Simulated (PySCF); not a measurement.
Gas-phase reaction: 2 SiH₂F₂ + 4 O ⇌ SiF₃OH + SiF(OH)₃

Energies from PySCF, thermal terms from the rigid-rotor harmonic-oscillator model, ideal gas at 1 bar. † marks an energy on the PBE0/def2-TZVP geometry and frequencies; other levels use their own. MP2 and CCSD(T) freeze the core. 6-31G* has spherical d functions here. Open shells (unrestricted): O (multiplicity 3, electronic degeneracy 9); the rest are closed-shell singlets. Spin-orbit splitting is ignored; it lowers the true energy and changes the entropy of O. B3LYP is the form with VWN-RPA correlation. No R ln 2 is added for the mirror-image form of SiF(OH)₃. SiF₃OH, SiF(OH)₃: computed as isolated molecules; such fragments, hydroxides, amides, oligomers or adducts are transient or little studied in the gas. MP2 isn't extrapolated to the basis-set limit; its ΔH°(298 K) is -2263.6 kJ in def2-SVP and -2469.5 kJ in def2-TZVPP. CCSD(T) isn't extrapolated to the basis-set limit; its ΔH°(298 K) is -2113.8 kJ in def2-SVP and -2310.1 kJ in def2-TZVPP. The harmonic model lacks anharmonicity and excited electronic states, which grow with temperature; levels with a mode under 35 cm⁻¹ are left out. Internal rotation in SiF₃OH, SiF(OH)₃ is treated as a harmonic vibration of one conformer, which makes the entropy rough.

```
level                ΔE electronic, kJ  ΔH°(298 K), kJ  ΔS°(298 K), J/K  ΔG°(2000 K), kJ
-------------------  -----------------  --------------  ---------------  ---------------
B3LYP/def2-TZVP†                 -2353           -2301             -528            -1253
CCSD(T)/def2-SVP†                -2166           -2114             -528            -1066
CCSD(T)/def2-TZVPP†              -2362           -2310             -528            -1262
HF/6-31G*                        -1422           -1371             -520             -343
HF/def2-TZVP†                    -1557           -1504             -528             -456
M06-2X/def2-TZVP†                -2468           -2416             -528            -1368
MP2/def2-SVP†                    -2316           -2264             -528            -1216
MP2/def2-TZVPP†                  -2522           -2470             -528            -1422
PBE/def2-TZVP†                   -2483           -2431             -528            -1383
LDA/def2-TZVP†                   -2922           -2869             -528            -1821
ωB97M-V/def2-TZVP†               -2428           -2376             -528            -1328
```
ΔH° is lowest at LDA/def2-TZVP† and highest at HF/6-31G*. No reference value is set beside these.
